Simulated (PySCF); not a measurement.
Molecule: `[CH3+]`, [CH3]+.

Cartesian coordinates in Å; atom numbers follow the order of the lines, from 1:
```xyz
4

C     0.0026    0.0015    0.0121
H     1.0959   -0.1348   -0.0312
H    -0.6630   -0.7123   -0.5010
H    -0.4253    0.8505    0.5704
```

Total charge +1.

Frames of a GFN2-xTB Langevin trajectory at 300 K; GIAO PBE0/pcSseg-1 shieldings in PySCF 2.14, gas phase, non-relativistic; equivalent atoms averaged within each frame.

δ = σ(ref) − σ, references computed at the same level: TMS for 13C (σref 186.93) and 1H (σref 31.72). The references are static minima.

How do the shifts (ppm) fluctuate along the trajectory?

Answers


```tsv
time (fs)	C1	H2/H3/H4
optimised geometry	421.3	16.32
250	422.6	16.45
425	424.0	16.43
625	428.1	16.89
800	420.1	16.32
1000	423.4	16.40
mean of frames	423.6	16.50
standard deviation	2.9	0.22
```

5 frames give an uncertainty of the mean of about the standard deviation over 2.2 at best, since frames this close in time may not be independent; classical motion lacks zero-point vibration, and the reference would need the same averaging.
